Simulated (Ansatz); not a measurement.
Input for Ansatz (development build ahead of 0.2.0):

```yaml
crystal:
  periodic: [false, false, false]
  atoms:
    - { symbol: H, position_ang: [0.00635, -0.02017, -1.56554] }
    - { symbol: C, position_ang: [-0.05998, 0.04642, -0.54829] }
    - { symbol: O, position_ang: [0.00825, -0.06836, 0.59121] }
basis:
  gaussian: { orbitals: cc-pVDZ }
total_charge: 1
hamiltonian:
  xc: hf
correlation:
  method: mp2
  frozen_orbitals: { C: 1, H: 0, O: 1 }
```

The input is written out in the form of the current development build from the run's settings.

Results

* Converged: yes
* Reference energy: -112.96157 hartree
* Correlation energy: -0.30925 hartree
* Total energy: -113.27082 hartree
* Spin squared of the determinant: 0.000
